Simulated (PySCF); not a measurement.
Isomerisation enthalpies of C5H6S

**Experimental background.**

From CRC Handbook of Chemistry and Physics, for the gas at 298.15 K: enthalpy of formation of `Cc1ccsc1` 82.5 kJ/mol; enthalpy of formation of `Cc1cccs1` 83.5 kJ/mol.

How close the calculation comes is told at the end.

Differences of these values give the isomerisation enthalpies. Geometries: PBE0-D3(BJ)/def2-SVP; runs in PySCF, gas phase, with a dispersion term only where the level names one. Total electronic energies (Eh):

| SMILES | PBE0-D3(BJ)/def2-SVP | PBE0/pcSseg-1 |
| --- | --- | --- |
| Cc1ccsc1 | -591.69992 | -591.90844 |
| Cc1cccs1 | -591.70050 | -591.90880 |

Geometry of `Cc1ccsc1` (Å):
```
atom  x, y, z in Å
C1    -1.7228   -0.1720   -0.1511
C2    -0.2602    0.1113   -0.0115
C3     0.7545   -0.8978   -0.0063
C4     2.0175   -0.3897    0.1325
S5     1.9975    1.3222    0.2592
C6     0.2851    1.3642    0.1255
H7    -2.3146    0.7533   -0.1257
H8    -1.9400   -0.6858   -1.1012
H9    -2.0817   -0.8251    0.6603
H10    0.5462   -1.9651   -0.1031
H11    2.9613   -0.9324    0.1670
H12   -0.2429    2.3169    0.1544
```

Geometry of `Cc1cccs1` (Å):
```
atom  x, y, z in Å
C1    -1.9952    0.1678    0.1629
C2    -0.5049    0.1507    0.0973
C3     0.3208   -0.8453   -0.3615
C4     1.7041   -0.5102   -0.2959
C5     1.9133    0.7415    0.2154
S6     0.4295    1.5129    0.6148
H7    -2.3599    0.4636    1.1588
H8    -2.4292    0.8687   -0.5687
H9    -2.3894   -0.8341   -0.0572
H10   -0.0603   -1.7974   -0.7352
H11    2.5114   -1.1728   -0.6110
H12    2.8598    1.2545    0.3802
```

Zero-point and thermal terms are left out, so the computed numbers are electronic energies.

**Comparison with experiment**

Relative to `Cc1ccsc1`, the lowest by measurement, in kJ/mol (measured: enthalpies at 298.15 K; computed: electronic energies):

```csv
SMILES,measured,PBE0-D3(BJ)/def2-SVP,PBE0/pcSseg-1
Cc1ccsc1,0.0,0.0,0.0
Cc1cccs1,1.0,-1.5,-0.9
```

Measured values: 82.5 kJ/mol (298.15 K; CRC Handbook of Chemistry and Physics) for the first row; the others come from the same table. Unsigned miss: PBE0/pcSseg-1 1.9, PBE0-D3(BJ)/def2-SVP 2.5 kJ/mol. PBE0-D3(BJ)/def2-SVP and PBE0/pcSseg-1 put another isomer lowest. The two lowest measured values lie only 1.0 kJ/mol apart, so their order may not be settled by the table. Where a level misses, the cause wasn't examined.
